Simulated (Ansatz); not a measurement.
Relaxation of C₂FO (4 atoms, charge 1, multiplicity 1), to a largest force component of 0.02 eV/Å in at most 40 steps.

These are results of RHF/def2-mTZVP in Ansatz 0.2.0, not measurements.

```xyz
4
Properties=species:S:1:pos:R:3
O -1.370 0.511 1.066
C -0.507 0.188 0.395
C 0.476 -0.159 -0.371
F 1.401 -0.540 -1.090
```

**Question.** Where does it end, and by what steps?

**Answer.** The forces met the threshold. Limits of this set-up: the dipole of an ion depends on the origin. After 16 steps the energy has fallen by 2.508 eV; C3 moved furthest, 1.02 Å. Parted: C2–C3.

| step | energy less start (eV) | largest force component (eV/Å) | accepted |
| --- | --- | --- | --- |
| 0 | 0.0000 | 1.523 | yes |
| 1 | -0.0452 | 0.345 | yes |
| 2 | -0.0477 | 0.258 | yes |
| 3 | -0.0573 | 0.672 | yes |
| 4 | -0.1995 | 2.430 | yes |
| 5 | -0.3088 | 1.877 | yes |
| 6 | -1.0420 | 2.304 | yes |
| 7 | -1.7686 | 1.883 | yes |
| 8 | -1.9472 | 2.113 | yes |
| 9 | -2.2539 | 2.470 | yes |
| 10 | -2.3242 | 3.290 | yes |
| 11 | -2.2614 | 6.892 | no |
| 12 | -2.4689 | 0.704 | yes |
| 13 | -2.5014 | 0.370 | yes |
| 14 | -2.5080 | 0.082 | yes |
| 15 | -2.5081 | 0.032 | yes |
| 16 | -2.5082 | 0.004 | yes |

```xyz
4
Properties=species:S:1:pos:R:3
O -1.705 0.376 1.333
C -0.848 0.237 0.661
C 1.200 0.260 -0.953
F 1.352 -0.874 -1.041
```

Run time: 17 s on 1 CPU thread of a shared host.
